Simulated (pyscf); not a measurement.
Thermochemistry of product channels of F–N(F)–F + disilane (H₃Si–SiH₃) on the singlet surface, in kJ/mol, from ωB97M-D3(BJ)/def2-TZVP energies (ideal gas, 1 atm, RRHO with modes under 100 cm⁻¹ raised to 100, one conformer, R ln 2 for chiral ones without a mode under 150 cm⁻¹). Single points on ωB97X-D3(BJ)/def2-SVP structures (PySCF, gas phase).

```tsv
products	ΔE	ΔH(298 K)	ΔG(600 K)	ΔG(1200 K)
hydrogen fluoride (HF) + F–N(F)–SiH₂–SiH₃	-194.2	-188.3	-189.9	-196.9
F–SiH₃ + F–N(F)–SiH₃	-327.5	-323.6	-328.4	-331.9
```

These are energies of the channels, which say nothing of barriers. F–N(F)–SiH₃ lies 846.8 kJ/mol over its isomer H₂N–SiH(F)–F (electronic energy, ωB97M-D3(BJ)/def2-TZVP).
